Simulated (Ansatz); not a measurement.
# H2NSSi with multiplicity 2: shift of H5 from Si2 to S3, part 1 of 2

Wanted: the energy profile along the shift of H5 from Si2 to S3, from relaxed end points and a band of images. SMILES of the start: N=[SiH][S].

Method: UKS r2SCANh/def2-SVP, in Ansatz 0.2.0.

### 1 The starting structure

Bond lengths: N1–Si2 1.619 Å, Si2–S3 2.092 Å, N1–H4 1.009 Å, Si2–H5 1.453 Å. Angles: N1–Si2–S3 114.8°, N1–Si2–H5 138.0°, S3–Si2–H5 107.2°, Si2–N1–H4 124.3°.

As a file:

```xyz
5

N    -1.2474   -0.0309    0.0585
Si    0.3682    0.0011   -0.0403
S     1.3388    0.6702    1.6878
H    -1.8573   -0.3281   -0.6888
H     1.3977   -0.3124   -1.0170
```

### 2 Relaxing end A

Contents of input.yaml:

```yaml
crystal:
  periodic: [false, false, false]
  atoms:
    - { symbol: "N", position_ang: [-1.24741, -0.03089, 0.05848] }
    - { symbol: Si, position_ang: [0.3682, 0.00112, -0.04034] }
    - { symbol: S, position_ang: [1.33876, 0.67024, 1.68775] }
    - { symbol: H, position_ang: [-1.85727, -0.32809, -0.68885] }
    - { symbol: H, position_ang: [1.39772, -0.31238, -1.01704] }
magnetization:
  spin_polarized: true
  initial_magnetization: 1
basis:
  gaussian: { orbitals: def2-SVP }
hamiltonian:
  xc: r2scanh
relax:
  f_tol: 0.02
  max_steps: 50
output:
  orbitals: {}
```

Started as:

```sh
$ ansatz run input.yaml --threads 2 --pin off --max-ram 3072MiB --backend cpu --events-out ev --progress --plain --runs-dir out
```

Standard output, shortened:

```text
Warning: RAYON_NUM_THREADS=2 ignored (pool sized by the plan → 2); use --threads N
[...]
Functional definition: r2SCANh
[...]
612 factors; integrals over basis functions are off by at most 4.5e-4 eV
[...]
mean field -20224.51122151 eV, -743.2370787243 hartree, gradient 2.8e-7 eV, S^2 0.824802; 5 other end points of the search recorded, 0 dependent functions left out
[...]
reference -20224.51122891 eV, -743.2370789963 hartree; 20, 19 occupied and 40, 41 virtual orbitals, 612 factors
relax step   1: F+E_penalty+E_count = -20224.51122151 eV  Δ(F+E_penalty+E_count) = +0.000e0 eV  max|allowed force component| = 1.902e0 eV/Å  Δτ_max = 0.0000 Å  (262 SCF iters, accepted)
[...]
relax step   6: F+E_penalty+E_count = -20224.77158966 eV  Δ(F+E_penalty+E_count) = +7.722e-3 eV  max|allowed force component| = 2.787e-1 eV/Å  Δτ_max = 0.0452 Å  (44 SCF iters, rejected (line search))
[...]
relax step   7: F+E_penalty+E_count = -20224.78409940 eV  Δ(F+E_penalty+E_count) = -4.788e-3 eV  max|allowed force component| = 1.325e-2 eV/Å  Δτ_max = 0.0180 Å  (42 SCF iters, accepted)
612 factors; integrals over basis functions are off by at most 5.6e-4 eV
[...]
mean field -20224.78409940 eV, -743.2471068018 hartree, gradient 1.7e-5 eV, S^2 0.814876; 6 other end points of the search recorded, 0 dependent functions left out
[...]
reference -20224.78410674 eV, -743.2471070716 hartree; 20, 19 occupied and 40, 41 virtual orbitals, 612 factors
Total energy: -20224.78410674 eV, -743.2471070716 hartree
Atom 0 at    -1.278334    -0.026784     0.076104 Å, force     0.001868    -0.001606    -0.005947 eV/Å
Atom 1 at     0.418007     0.058588     0.113359 Å, force     0.013250     0.000748     0.003128 eV/Å
Atom 2 at     1.375206     0.688605     1.732796 Å, force    -0.008493    -0.003368    -0.008895 eV/Å
Atom 3 at    -1.671317    -0.363706    -0.810623 Å, force    -0.001602     0.001899     0.005804 eV/Å
Atom 4 at     1.156437    -0.356702    -1.111636 Å, force    -0.005023     0.002328     0.005910 eV/Å
Dipole moment:    -0.073599    -0.222383    -0.604171 e Å
```

It took 33 s on 2 threads of AMD EPYC 7R43 (Zen 3), shared host; peak memory 0.21 GiB.

Step by step:

```csv
step,energy from step 1 (eV),largest force component (eV/Å)
1,0.0000,1.9024
2,-0.1547,1.3462
3,-0.1967,1.9245
4x,-0.1890,1.4793
5,-0.2681,0.1590
6x,-0.2604,0.2787
7,-0.2729,0.0132
```

Step 1 is the start. 2 steps were tried and not accepted (4, 6; marked x where the table lists them).

After: Bond lengths: N1–Si2 1.699 Å, Si2–S3 1.984 Å, N1–H4 1.027 Å, Si2–H5 1.489 Å. Angles: N1–Si2–S3 121.0°, N1–Si2–H5 117.6°, S3–Si2–H5 121.4°, Si2–N1–H4 114.7°.

### 3 End point B

The second end starts from a geometry with the move made by hand.

input.yaml, as its differences from that of step 2:

```diff
@@ -7,3 +7,3 @@
     - { symbol: H, position_ang: [-1.85727, -0.32809, -0.68885] }
-    - { symbol: H, position_ang: [1.39772, -0.31238, -1.01704] }
+    - { symbol: H, position_ang: [2.40878, 1.00684, 2.49159] }
 magnetization:
@@ -18,3 +18 @@
   max_steps: 50
-output:
-  orbitals: {}
```

Started as:

```sh
$ ansatz run input.yaml --threads 2 --pin off --max-ram 3072MiB --backend cpu --events-out ev --progress --plain --runs-dir out
```

Standard output, shortened:

```text
Warning: RAYON_NUM_THREADS=2 ignored (pool sized by the plan → 2); use --threads N
[...]
[... 1 set-up line as earlier in the session ...]
[...]
613 factors; integrals over basis functions are off by at most 4.8e-4 eV
[...]
mean field -20223.65075322 eV, -743.2054570979 hartree, gradient 4.3e-5 eV, S^2 0.763162; 0 other end points of the search recorded, 0 dependent functions left out
[...]
reference -20223.65076137 eV, -743.2054573975 hartree; 20, 19 occupied and 40, 41 virtual orbitals, 613 factors
relax step   1: F+E_penalty+E_count = -20223.65075322 eV  Δ(F+E_penalty+E_count) = +0.000e0 eV  max|allowed force component| = 2.015e0 eV/Å  Δτ_max = 0.0000 Å  (37 SCF iters, accepted)
[...]
relax step   3: F+E_penalty+E_count = -20224.71937287 eV  Δ(F+E_penalty+E_count) = -5.130e-1 eV  max|allowed force component| = 1.402e0 eV/Å  Δτ_max = 0.1949 Å  (39 SCF iters, accepted)
[...]
613 factors; integrals over basis functions are off by at most 4.6e-4 eV
[...]
mean field -20225.07790355 eV, -743.2579039054 hartree, gradient 1.8e-5 eV, S^2 0.762400; 1 other end points of the search recorded, 0 dependent functions left out
[...]
reference -20225.07791136 eV, -743.2579041922 hartree; 20, 19 occupied and 40, 41 virtual orbitals, 613 factors
Total energy: -20225.07791136 eV, -743.2579041922 hartree
Atom 0 at    -1.110125    -0.037623     0.023526 Å, force     0.014499    -0.005118    -0.015925 eV/Å
Atom 1 at     0.487033     0.088669     0.188368 Å, force     0.000975    -0.001807    -0.005101 eV/Å
Atom 2 at     1.020182     0.821373     2.139329 Å, force    -0.013706     0.003862     0.012216 eV/Å
Atom 3 at    -1.729271    -0.334485    -0.721308 Å, force    -0.012803     0.003617     0.011572 eV/Å
Atom 4 at     2.343241     0.781286     1.878714 Å, force     0.011034    -0.000555    -0.002763 eV/Å
Dipole moment:     0.285343    -0.074125    -0.236091 e Å
```

It took 22 s on 2 threads of AMD EPYC 7R43 (Zen 3), shared host; peak memory 0.19 GiB.

Relaxation path:

```csv
step,energy from step 1 (eV),largest force component (eV/Å)
1,0.0000,2.0148
2,-0.5556,1.9759
3,-1.0686,1.4019
4,-1.3122,1.4501
5,-1.4023,1.0182
6,-1.4224,0.5047
7,-1.4258,0.1038
8,-1.4271,0.0319
9,-1.4272,0.0159
```

Step 1 is the start.

After: Bond lengths: N1–Si2 1.611 Å, Si2–S3 2.151 Å, N1–H4 1.013 Å, S3–H5 1.349 Å. Angles: N1–Si2–S3 111.4°, Si2–N1–H4 134.8°, Si2–S3–H5 93.3°.

### 4 Nudged elastic band

crystal.atoms is end A as relaxed above, and neb.final_atoms is end B, turned to lie on A. With 7 inner images the band has 9 in all. The start path is listed, through a guess of the saddle.

Contents of input.yaml:

```yaml
crystal:
  periodic: [false, false, false]
  atoms:
    - { symbol: "N", position_ang: [-1.278334, -0.026784, 0.076104] }
    - { symbol: Si, position_ang: [0.418007, 0.058588, 0.113359] }
    - { symbol: S, position_ang: [1.375206, 0.688605, 1.732796] }
    - { symbol: H, position_ang: [-1.671317, -0.363706, -0.810623] }
    - { symbol: H, position_ang: [1.156437, -0.356702, -1.111636] }
magnetization:
  spin_polarized: true
  initial_magnetization: 1
basis:
  gaussian: { orbitals: def2-SVP }
hamiltonian:
  xc: r2scanh
neb:
  order_check: false
  images: 7
  f_tol: 0.03
  max_iterations: 60
  final_atoms:
    - { symbol: "N", position_ang: [-1.50644962, -0.06024545, 0.00680624] }
    - { symbol: Si, position_ang: [-0.01224679, -0.21005422, -0.57538915] }
    - { symbol: S, position_ang: [1.46010226, 0.38033132, 0.87753377] }
    - { symbol: H, position_ang: [-2.43532772, -0.23206461, -0.35913113] }
    - { symbol: H, position_ang: [2.49392087, 0.12203396, 0.05018027] }
  initial_path:
    images:
      - { positions_ang: [[-1.278334, -0.026784, 0.076104], [0.418007, 0.058588, 0.113359], [1.375206, 0.688605, 1.732796], [-1.671317, -0.363706, -0.810623], [1.156437, -0.356702, -1.111636]] }
      - { positions_ang: [[-1.30505105, -0.03160143, 0.06527763], [0.36139569, 0.01618932, 0.00287846], [1.39871281, 0.64187223, 1.60217862], [-1.78484887, -0.34964125, -0.75836974], [1.32979042, -0.27681787, -0.91196497]] }
      - { positions_ang: [[-1.3317681, -0.03641885, 0.05445126], [0.30478438, -0.02620936, -0.10760209], [1.42221962, 0.59513947, 1.47156124], [-1.89838073, -0.33557651, -0.70611647], [1.50314384, -0.19693375, -0.71229394]] }
      - { positions_ang: [[-1.35848514, -0.04123628, 0.04362489], [0.24817306, -0.06860804, -0.21808263], [1.44572643, 0.5484067, 1.34094385], [-2.0119126, -0.32151176, -0.65386321], [1.67649725, -0.11704962, -0.5126229]] }
      - { positions_ang: [[-1.38520219, -0.04605371, 0.03279852], [0.19156175, -0.11100672, -0.32856317], [1.46923324, 0.50167393, 1.21032647], [-2.12544447, -0.30744701, -0.60160995], [1.84985067, -0.0371655, -0.31295187]] }
      - { positions_ang: [[-1.41551405, -0.04960164, 0.02630045], [0.14060962, -0.13576859, -0.39026967], [1.46695049, 0.47133828, 1.1271283], [-2.20291528, -0.28860141, -0.54099024], [2.01086822, 0.00263437, -0.22216884]] }
      - { positions_ang: [[-1.44582591, -0.05314958, 0.01980238], [0.08965748, -0.16053047, -0.45197616], [1.46466775, 0.44100263, 1.04393012], [-2.28038609, -0.26975581, -0.48037054], [2.17188577, 0.04243423, -0.1313858]] }
      - { positions_ang: [[-1.47613776, -0.05669751, 0.01330431], [0.03870534, -0.18529235, -0.51368265], [1.462385, 0.41066697, 0.96073195], [-2.35785691, -0.25091021, -0.41975084], [2.33290332, 0.0822341, -0.04060276]] }
      - { positions_ang: [[-1.50644962, -0.06024545, 0.00680624], [-0.01224679, -0.21005422, -0.57538915], [1.46010226, 0.38033132, 0.87753377], [-2.43532772, -0.23206461, -0.35913113], [2.49392087, 0.12203396, 0.05018027]] }
```

Started as:

```sh
$ ansatz run input.yaml --threads 2 --pin off --max-ram 3072MiB --backend cpu --events-out ev --progress --plain --runs-dir out
```

Standard output, shortened:

```text
Warning: RAYON_NUM_THREADS=2 ignored (pool sized by the plan → 2); use --threads N
[...]
[... 1 set-up line as earlier in the session ...]
[...]
611 factors; integrals over basis functions are off by at most 2.5e-4 eV
[...]
mean field -20224.78410549 eV, -743.2471070256 hartree, gradient 1.6e-5 eV, S^2 0.814877; 5 other end points of the search recorded, 0 dependent functions left out
[...]
reference -20224.78411283 eV, -743.2471072954 hartree; 20, 19 occupied and 40, 41 virtual orbitals, 611 factors
613 factors; integrals over basis functions are off by at most 7.3e-4 eV
[...]
mean field -20225.07786687 eV, -743.2579025575 hartree, gradient 1.9e-5 eV, S^2 0.762399; 0 other end points of the search recorded, 0 dependent functions left out
[...]
reference -20225.07787475 eV, -743.2579028468 hartree; 20, 19 occupied and 40, 41 virtual orbitals, 613 factors
[...]
NEB iter   1: max|band force component| = 4.870e0 eV/Å  barrier→ = 1.4030 eV  barrier← = 1.6967 eV  Δτ_max = 0.1988 Å  (656 SCF iters)
[...]
NEB iter   7: max|band force component| = 4.694e-2 eV/Å  barrier→ = 1.0921 eV  barrier← = 1.3858 eV  CI = image 4  Δτ_max = 0.0064 Å  (282 SCF iters)
[...]
NEB iter   8: max|band force component| = 2.441e-2 eV/Å  barrier→ = 1.0919 eV  barrier← = 1.3856 eV  CI = image 4  Δτ_max = 0.0000 Å  (702 SCF iters)
Total energy: -20223.69225944 eV, -743.2069824236 hartree
Atom 0 at    -1.457666    -0.064020    -0.009795 Å, force     0.008119    -0.003897    -0.010962 eV/Å
Atom 1 at     0.135212    -0.006869    -0.034245 Å, force     0.001686    -0.001146    -0.003326 eV/Å
Atom 2 at     1.665248     0.511955     1.215771 Å, force     0.000955    -0.000764    -0.002490 eV/Å
Atom 3 at    -2.076354    -0.362170    -0.757074 Å, force    -0.004321     0.003226     0.008794 eV/Å
Atom 4 at     1.733559    -0.078896    -0.414656 Å, force    -0.006439     0.002582     0.007984 eV/Å
Dipole moment:     0.093459    -0.125236    -0.354227 e Å
this run last wrote the band of iteration 8 to <dir>
```

Run time: 2.2 min. Hardware: 2 threads of AMD EPYC 7R43 (Zen 3), shared host; peak memory 0.21 GiB.

### 5 What the band shows

The 7 inner images lie between the fixed ends 0 and 8. Energy is taken from image 0, and the path length is the program's own coordinate along the band.

| image | path (Å) | energy (eV) | H5–Si2 (Å) | H5–S3 (Å) | band force (eV/Å) |
| --- | --- | --- | --- | --- | --- |
| 0 | 0.000 | 0.0000 | 1.49 | 3.04 | - |
| 1 | 0.330 | 0.1559 | 1.48 | 2.81 | 0.024 |
| 2 | 0.659 | 0.4373 | 1.51 | 2.49 | 0.008 |
| 3 | 0.989 | 0.7682 | 1.56 | 2.11 | 0.004 |
| 4* | 1.318 | 1.0919 | 1.64 | 1.74 | 0.011 |
| 5 | 1.667 | 0.5342 | 1.87 | 1.43 | 0.002 |
| 6 | 2.015 | 0.0329 | 2.19 | 1.35 | 0.015 |
| 7 | 2.364 | -0.2172 | 2.44 | 1.35 | 0.007 |
| 8 | 2.712 | -0.2938 | 2.60 | 1.35 | - |

The star marks the climbing image.

image, energy (eV) and a bar:
```
        0      0.000 ######
        1      0.156 ##########
        2      0.437 ################
        3      0.768 #######################
        4      1.092 ##############################
        5      0.534 ##################
        6      0.033 #######
        7     -0.217 ##
        8     -0.294
```

The top of the band by iteration:

```
iteration  highest image above image 0 (eV)  largest band force (eV/Å)
        1                            1.4030                      4.870
        2                            1.1672                      1.687
        3                            1.1027                      0.773
        4                            1.0784                      0.440
        5                            1.0941                      0.265
        6                            1.0930                      0.078
        7                            1.0921                      0.047
        8                            1.0919                      0.024
```

Positions of all images (Å):

```xyz
5
image=0 dE=0.0000
N    -1.278   -0.027    0.076
Si    0.418    0.059    0.113
S     1.375    0.689    1.733
H    -1.671   -0.364   -0.811
H     1.156   -0.357   -1.112
5
image=1 dE=0.1559
N    -1.301   -0.046    0.024
Si    0.373    0.045    0.077
S     1.436    0.663    1.657
H    -1.855   -0.361   -0.777
H     1.347   -0.301   -0.980
5
image=2 dE=0.4373
N    -1.334   -0.063   -0.021
Si    0.252    0.029    0.050
S     1.548    0.626    1.543
H    -1.943   -0.363   -0.775
H     1.476   -0.229   -0.798
5
image=3 dE=0.7682
N    -1.389   -0.073   -0.041
Si    0.196    0.021    0.036
S     1.621    0.570    1.379
H    -2.032   -0.364   -0.768
H     1.604   -0.154   -0.606
5
image=4 dE=1.0919
N    -1.458   -0.064   -0.010
Si    0.135   -0.007   -0.034
S     1.665    0.512    1.216
H    -2.076   -0.362   -0.757
H     1.734   -0.079   -0.415
5
image=5 dE=0.5342
N    -1.535   -0.043    0.055
Si    0.051   -0.051   -0.145
S     1.682    0.459    1.069
H    -2.114   -0.352   -0.723
H     1.917   -0.013   -0.256
5
image=6 dE=0.0329
N    -1.576   -0.033    0.088
Si   -0.007   -0.097   -0.264
S     1.620    0.430    0.998
H    -2.211   -0.330   -0.652
H     2.174    0.029   -0.169
5
image=7 dE=-0.2172
N    -1.559   -0.038    0.070
Si   -0.025   -0.150   -0.409
S     1.542    0.405    0.938
H    -2.338   -0.292   -0.533
H     2.380    0.075   -0.066
5
image=8 dE=-0.2938
N    -1.506   -0.060    0.007
Si   -0.012   -0.210   -0.575
S     1.460    0.380    0.878
H    -2.435   -0.232   -0.359
H     2.494    0.122    0.050
```

### 6 Vibrations at the top

The geometry is the highest inner image of the first converged band.

Contents of input.yaml:

```yaml
crystal:
  periodic: [false, false, false]
  atoms:
    - { symbol: "N", position_ang: [-1.457666, -0.06402, -0.009795] }
    - { symbol: Si, position_ang: [0.135212, -0.006869, -0.034245] }
    - { symbol: S, position_ang: [1.665248, 0.511955, 1.215771] }
    - { symbol: H, position_ang: [-2.076354, -0.36217, -0.757074] }
    - { symbol: H, position_ang: [1.733559, -0.078896, -0.414656] }
magnetization:
  spin_polarized: true
  initial_magnetization: 1
basis:
  gaussian: { orbitals: def2-SVP }
hamiltonian:
  xc: r2scanh
phonons: {}
```

Started as:

```sh
$ ansatz run input.yaml --threads 2 --pin off --max-ram 3072MiB --backend cpu --events-out ev --progress --plain --runs-dir out
```

Standard output, shortened:

```text
Warning: RAYON_NUM_THREADS=2 ignored (pool sized by the plan → 2); use --threads N
[...]
[... 1 set-up line as earlier in the session ...]
[...]
612 factors; integrals over basis functions are off by at most 4.5e-4 eV
[...]
mean field -20223.69225734 eV, -743.2069823462 hartree, gradient 7.6e-5 eV, S^2 0.759660; 0 other end points of the search recorded, 0 dependent functions left out
[...]
reference -20223.69226501 eV, -743.2069826283 hartree; 20, 19 occupied and 40, 41 virtual orbitals, 612 factors
[...]
612 factors; integrals over basis functions are off by at most 4.4e-4 eV
mean field -20223.69208613 eV, -743.2069760543 hartree, gradient 2.3e-6 eV, S^2 0.759584; 0 other end points of the search recorded, 0 dependent functions left out
[...]
reference -20223.69209380 eV, -743.2069763365 hartree; 20, 19 occupied and 40, 41 virtual orbitals, 612 factors
[...]
612 factors; integrals over basis functions are off by at most 4.5e-4 eV
[...]
mean field -20223.69224190 eV, -743.2069817788 hartree, gradient 1.8e-6 eV, S^2 0.759658; 0 other end points of the search recorded, 0 dependent functions left out
[...]
reference -20223.69224958 eV, -743.2069820609 hartree; 20, 19 occupied and 40, 41 virtual orbitals, 612 factors
WARN: phonons: modes at or below zero, which the zero-point energy, F, S and C_V leave out: 1, the lowest at -1291.80 cm⁻¹. A minimum has none, and a first-order saddle one
Total energy: -20223.69226501 eV, -743.2069826283 hartree
Atom 0 at    -1.457666    -0.064020    -0.009795 Å, force     0.008387    -0.003954    -0.011148 eV/Å
Atom 1 at     0.135212    -0.006869    -0.034245 Å, force     0.001196    -0.001051    -0.003013 eV/Å
Atom 2 at     1.665248     0.511955     1.215771 Å, force     0.001125    -0.000802    -0.002613 eV/Å
Atom 3 at    -2.076354    -0.362170    -0.757074 Å, force    -0.004342     0.003215     0.008767 eV/Å
Atom 4 at     1.733559    -0.078896    -0.414656 Å, force    -0.006366     0.002593     0.008006 eV/Å
Dipole moment:     0.093446    -0.125235    -0.354222 e Å
Vibrations: -1291.80 236.04 254.75 455.30 539.88 591.62 1140.55 1687.52 3671.40 cm⁻¹, zero-point energy 0.531709 eV
```

Run time: 46 s. Hardware: 2 threads of AMD EPYC 7R43 (Zen 3), shared host; peak memory 0.18 GiB.

Of 9 modes, 1 is imaginary by more than 30 cm⁻¹ (1292i cm⁻¹).

### 7 Dynamics from the top

It starts at the highest inner image of the first converged band: 200 steps of 0.5 fs at constant energy, with velocities drawn for 300 K.

input.yaml, as its differences from that of step 6:

```diff
@@ -15,2 +15,8 @@
   xc: r2scanh
-phonons: {}
+md:
+  timestep: 0.5
+  n_steps: 200
+  ensemble: nve
+  temperature: 300.0
+  initial_velocities: maxwell_boltzmann
+  seed: 4563
```

Started as:

```sh
$ ansatz run input.yaml --threads 2 --pin off --max-ram 3072MiB --backend cpu --events-out ev --progress --plain --runs-dir out
```

Standard output, shortened:

```text
Warning: RAYON_NUM_THREADS=2 ignored (pool sized by the plan → 2); use --threads N
[...]
[... 1 set-up line as earlier in the session ...]
[...]
612 factors; integrals over basis functions are off by at most 4.5e-4 eV
[...]
mean field -20223.69225734 eV, -743.2069823462 hartree, gradient 7.6e-5 eV, S^2 0.759660; 0 other end points of the search recorded, 0 dependent functions left out
[...]
reference -20223.69226501 eV, -743.2069826283 hartree; 20, 19 occupied and 40, 41 virtual orbitals, 612 factors
md step     0: t =     0.00 fs  T =   300.0 K  F+E_penalty+E_count = -20223.69225734 eV  E_kin = 0.116334 eV  conserved = -20223.57592334 eV  (35 SCF iters)
[...]
md step    24: t =    12.00 fs  T =   510.3 K  F+E_penalty+E_count = -20223.77302182 eV  E_kin = 0.197899 eV  conserved = -20223.57512306 eV  (40 SCF iters)
[...]
md step    48: t =    24.00 fs  T =  1432.3 K  F+E_penalty+E_count = -20224.12784964 eV  E_kin = 0.555435 eV  conserved = -20223.57241493 eV  (229 SCF iters)
[...]
md step    72: t =    36.00 fs  T =  1274.5 K  F+E_penalty+E_count = -20224.06974676 eV  E_kin = 0.494230 eV  conserved = -20223.57551685 eV  (43 SCF iters)
[...]
md step    96: t =    48.00 fs  T =  2701.9 K  F+E_penalty+E_count = -20224.62334031 eV  E_kin = 1.047724 eV  conserved = -20223.57561617 eV  (43 SCF iters)
md step    97: t =    48.50 fs  T =  2852.4 K  F+E_penalty+E_count = -20224.68228809 eV  E_kin = 1.106106 eV  conserved = -20223.57618177 eV  (42 SCF iters)
```

### 8 The output, continued: dynamics from the highest image of the converged band

Output, continued, shortened:

```text
md step    98: t =    49.00 fs  T =  2963.5 K  F+E_penalty+E_count = -20224.72585141 eV  E_kin = 1.149197 eV  conserved = -20223.57665470 eV  (43 SCF iters)
[...]
md step   123: t =    61.50 fs  T =  1264.9 K  F+E_penalty+E_count = -20224.06461248 eV  E_kin = 0.490484 eV  conserved = -20223.57412877 eV  (47 SCF iters)
[...]
md step   148: t =    74.00 fs  T =  2836.2 K  F+E_penalty+E_count = -20224.67611748 eV  E_kin = 1.099826 eV  conserved = -20223.57629191 eV  (62 SCF iters)
[...]
md step   173: t =    86.50 fs  T =  1130.0 K  F+E_penalty+E_count = -20224.01276570 eV  E_kin = 0.438193 eV  conserved = -20223.57457259 eV  (49 SCF iters)
[...]
md step   198: t =    99.00 fs  T =  2094.2 K  F+E_penalty+E_count = -20224.38687594 eV  E_kin = 0.812087 eV  conserved = -20223.57478872 eV  (43 SCF iters)
md step   199: t =    99.50 fs  T =  1930.7 K  F+E_penalty+E_count = -20224.32322569 eV  E_kin = 0.748695 eV  conserved = -20223.57453106 eV  (43 SCF iters)
[...]
md step   200: t =   100.00 fs  T =  1801.2 K  F+E_penalty+E_count = -20224.27287841 eV  E_kin = 0.698467 eV  conserved = -20223.57441147 eV  (54 SCF iters)
Total energy: -20224.27288605 eV, -743.2283200576 hartree
Atom 0 at    -1.260101     0.131130     0.246168 Å, force    -1.586906    -1.358720     0.318050 eV/Å
Atom 1 at     0.338371    -0.140955    -0.174594 Å, force     0.005299    -0.819439    -2.929256 eV/Å
Atom 2 at     1.416609     0.560878     1.213329 Å, force     1.835928     0.874643     2.123009 eV/Å
Atom 3 at    -1.880124    -0.465807     0.881800 Å, force     1.251650     1.036884    -1.116408 eV/Å
Atom 4 at     1.039682    -0.507149    -1.622254 Å, force    -1.505971     0.266632     1.604605 eV/Å
Dipole moment:    -0.294296    -0.454099    -0.287487 e Å
```

Run time: 8.5 min. Hardware: 2 threads of AMD EPYC 7R43 (Zen 3), shared host; peak memory 0.21 GiB.

(Continued in part 2 of 2.)
